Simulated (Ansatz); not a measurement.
Two shapes of singlet CH2F2.

Shape 1:

```xyz
5

C     0.4910    0.0000    0.0000
H     1.1116    0.6461    0.6461
H     1.1116   -0.6461   -0.6461
F    -0.2872    0.7749   -0.7749
F    -0.2872   -0.7749    0.7749
```

Shape 2:

```xyz
5

C     0.5028   -0.0104   -0.0475
H     1.0938    0.6769    0.6109
H     1.1138   -0.6084   -0.6133
F    -0.3106    0.8060   -0.7436
F    -0.2633   -0.8180    0.7834
```

Basis set: def2-TZVP (spherical functions). Frozen core: 3 orbitals. Charge 0, multiplicity 1.

Computed with Ansatz (development build ahead of 0.2.0); each method stands on the lowest determinant of its kind that the runs found.

Q: Which shape is lower in energy, and by how much in each method?

A:

```
 method  E(2) − E(1) (eV)
    RHF             0.191
RHF-MP2             0.156
```

Shape 1 is lower.
